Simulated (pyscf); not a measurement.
Structures and frequencies: ωB97X-D3(BJ)/def2-SVP in PySCF.

### Question
Estimate the classical barrier height and the reaction energy of CH₄ + H₃C–SiH₂• -> CH₃• + H₃C–SiH₃ at ωB97M-D3(BJ)/def2-TZVP. The step runs on the doublet surface, breaks C–H and forms H–Si; take the separated reactants as zero.

### Answer
ΔE‡ = 23.2 kcal/mol, ΔE = +14.6 kcal/mol. Zero-point energy shifts the barrier by -3.2 kcal/mol. It is a hydrogen abstraction, with an imaginary mode of 1041i cm⁻¹. One saddle was located; it need not be the lowest between these sides. The angle at the transferred H is 177°.
